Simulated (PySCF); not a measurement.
Bond curve of SN

Set-up: S x2c-SVPall, N x2c-SVPall; spin-free X2C with a Gaussian nucleus (PySCF 2.14). Energies in eV from S + N in their ground configurations at the same level. All curves are PBE0. state 1: ²Π (doublet), unpaired electrons π ↑; state 2: ⁴Π (quartet), unpaired electrons π ↑↑↑, a second solution, started from another occupation.

```csv
R (Å),state 1,state 2
1.295,-2.639,3.102
1.355,-3.723,1.308
1.416,-4.315,0.051
1.461,-4.521,-0.625
1.506,-4.573,-1.124
1.551,-4.508,-1.481
1.611,-4.286,-1.785
1.687,-3.876,-1.962
1.777,-3.325,-1.969
1.898,-2.620,-1.767
```

Task: Put a parabola through the three lowest points of the state 1 curve and estimate Re, k and ωe (reduced mass 9.738 u; 1 eV/Å² = 0.16022 mdyn/Å; ωe = 1302.8·√(k/μ) cm⁻¹).

Result: Through R = 1.461, 1.506, 1.551 Å the second-order coefficient is 28.9 eV/Å², so Re ≈ 1.504 Å, k ≈ 9.26 mdyn/Å and ωe ≈ 1270 cm⁻¹. A polynomial fit of higher order to the unrounded PBE0 energies gives Re = 1.501 Å, k = 9.51 mdyn/Å, ωe = 1288 cm⁻¹; anharmonicity and rounding make the difference.

The higher-order fit for each curve: state 1: Re = 1.501 Å, ωe = 1288 cm⁻¹, De = 4.57 eV; state 2: Re = 1.734 Å, ωe = 779 cm⁻¹, minimum 1.99 eV below the ground-state fragments.

⟨S²⟩ of the unrestricted solution departs from its pure value on part of the curve, where spin states mix. The state was picked by a PBE0 search and need not be the measured ground state.
